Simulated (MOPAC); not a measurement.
A run for MOPAC: PM6 on OH (SMILES [OH]), 2S+1 = 2.

```
PM6 1SCF PRECISE CHARGE=0 UHF MS=0.5 THREADS=1
HO

O      0.00000000 1     0.00000000 1     0.00000000 1
H      0.96889819 1     0.00000000 1     0.00000000 1
```

Program output:

```
*******************************************************************************
 **                                                                           **
 **                              MOPAC v23.2.5                                **
 **                                                                           **
 *******************************************************************************
 ** MOPAC's Digital Object Identifier: https://doi.org/10.5281/zenodo.6511958 **
 **                                                                           **
 ** Please cite the open-source release paper for use of this MOPAC version:  **
 ** J. E. Moussa and J. J. P. Stewart (2026)                                  **
 ** MOPAC: An open-source semiempirical molecular orbital program             **
 ** J. Open Source Softw., 11(119), 8025, https://doi.org/10.21105/joss.08025 **
 *******************************************************************************

                              PM6 CALCULATION RESULTS

 *******************************************************************************
 *  PM6        - The PM6 Hamiltonian to be used
 *  UHF        - UNRESTRICTED HARTREE-FOCK CALCULATION
 *
 *
 *
 *                 CHARGE ON SYSTEM = 0
 *
 *
 *
 *  MS=        - IN MECI, MAGNETIC COMPONENT OF SPIN =  0.5
 *  PRECISE    - TIGHTER CRITERIA TO BE USED
 *  1SCF       - DO 1 SCF AND THEN STOP
 *  THREADS=1  - MULTI-THREADING NOT USED
 *  T=         - A TIME OF 172800.0 SECONDS REQUESTED
 *  DUMP=N     - RESTART FILE WRITTEN EVERY 7200.0 SECONDS REQUESTED
 *******************************************************************************
PM6 1SCF PRECISE CHARGE=0 UHF MS=0.5 THREADS=1
 HO

   ATOM   CHEMICAL          X               Y               Z
  NUMBER   SYMBOL      (ANGSTROMS)     (ANGSTROMS)     (ANGSTROMS)

     1       O          0.00000000  *   0.00000000  *   0.00000000  *
     2       H          0.96889819  *   0.00000000  *   0.00000000  *



          CARTESIAN COORDINATES

    NO.       ATOM           X           Y           Z

     1         O          0.0000      0.0000      0.0000
     2         H          0.9689      0.0000      0.0000

 General Reference for PM6:
 "Optimization of Parameters for Semiempirical Methods V: Modification of NDDO Approximations
 and Application to 70 Elements", J. J. P. Stewart, J. Mol. Mod., 13, 1173-1213 (2007)
 URL: https://link.springer.com/article/10.1007/s00894-007-0233-4

           Empirical Formula: H O  =     2 atoms



      MOLECULAR POINT GROUP   :   C*v


          UHF CALCULATION, NO. OF ALPHA ELECTRONS =    4
                           NO. OF BETA  ELECTRONS =    3

 -------------------------------------------------------------------------------
 PM6 1SCF PRECISE CHARGE=0 UHF MS=0.5 THREADS=1
 HO



     1SCF WAS SPECIFIED, SO BFGS WAS NOT USED
     SCF FIELD WAS ACHIEVED


                              PM6 CALCULATION
                                                       MOPAC v23.2.5 Linux




          FINAL HEAT OF FORMATION =         13.35236 KCAL/MOL =      55.86629 KJ/MOL


          COSMO AREA              =         39.79 SQUARE ANGSTROMS
          COSMO VOLUME            =         23.23 CUBIC ANGSTROMS

          IONIZATION POTENTIAL    =         10.506058 EV
          ALPHA SOMO LUMO (EV)    =        -12.325  4.349
          BETA  SOMO LUMO (EV)    =        -10.506 -1.816
          NO. OF ALPHA ELECTRONS  =          4
          NO. OF BETA  ELECTRONS  =          3
          MOLECULAR WEIGHT        =         17.0073         POINT GROUP:  C*v

          MOLECULAR DIMENSIONS (Angstroms)

            Atom       Atom       Distance
            H     2    O     1     0.96890
            H     2    O     1     0.00000
            O     1    H     2     0.00000


          SCF CALCULATIONS        =          1





   ATOM   CHEMICAL          X               Y               Z
  NUMBER   SYMBOL      (ANGSTROMS)     (ANGSTROMS)     (ANGSTROMS)

     1       O          0.00000000  *   0.00000000  *   0.00000000  *
     2       H          0.96889819  *   0.00000000  *   0.00000000  *

                             CARTESIAN COORDINATES

   1    O        0.000000000     0.000000000     0.000000000
   2    H        0.968898190     0.000000000     0.000000000


           Empirical Formula: H O  =     2 atoms



      MOLECULAR POINT GROUP   :   C*v


          ALPHA EIGENVALUES
 -31.28641 -16.95215 -15.61087 -12.32543   4.34863


           BETA EIGENVALUES
 -26.84951 -15.18642 -10.50606  -1.81601   5.08901


              NET ATOMIC CHARGES AND DIPOLE CONTRIBUTIONS

  ATOM NO.   TYPE          CHARGE      No. of ELECS.   s-Pop       p-Pop
    1          O          -0.260426        6.2604     1.91840     4.34202
    2          H           0.260426        0.7396     0.73957
 DIPOLE           X         Y         Z       TOTAL
 POINT-CHG.     1.212     0.000     0.000     1.212
 HYBRID         0.279    -0.000     0.000     0.279
 SUM            1.491    -0.000     0.000     1.491


          ATOMIC ORBITAL ELECTRON POPULATIONS

     Atom    s        px        py        pz
    1  O   1.91840   1.34202   2.00000   1.00000
    2  H   0.73957


                    (SZ)    =    0.500000
                    (S**2)  =    0.756696


          ATOMIC ORBITAL SPIN POPULATIONS

    Atom   Total    s     px     py     pz
         Atomic
    1  O  1.0774  0.015  0.063  0.000  1.000
    2  H -0.0774 -0.077

 **********************
 *                    *
 * JOB ENDED NORMALLY *
 *                    *
 **********************




 == MOPAC DONE ==
```

The run finished.

Cost: about 0.020 core-seconds (a rough figure).
